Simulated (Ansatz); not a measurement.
Two shapes of singlet HNO.

Shape 1:

```xyz
3

N    -0.0095    0.4184   -0.3381
H     0.0353    1.3201    0.2001
O     0.0447   -0.5382    0.2870
```

Shape 2:

```xyz
3

N     0.0000    0.3932   -0.3554
H     0.0000    1.1982    0.2123
O     0.0000   -0.4938    0.2845
```

Basis set: cc-pVDZ (spherical functions). Correlated methods keep 2 orbitals frozen. Charge 0, multiplicity 1.

Computed with Ansatz (development build ahead of 0.2.0); each method stands on the lowest determinant of its kind that the runs found.

(1) Which shape is lower in energy, and by how much in each method?

Answers

(1)

| method | E(2) − E(1) (eV) |
| --- | --- |
| RHF | 0.374 |
| RHF-MP2 | 0.686 |

Shape 1 is lower. Caution: no unrestricted run beside it, a lower state can exist.
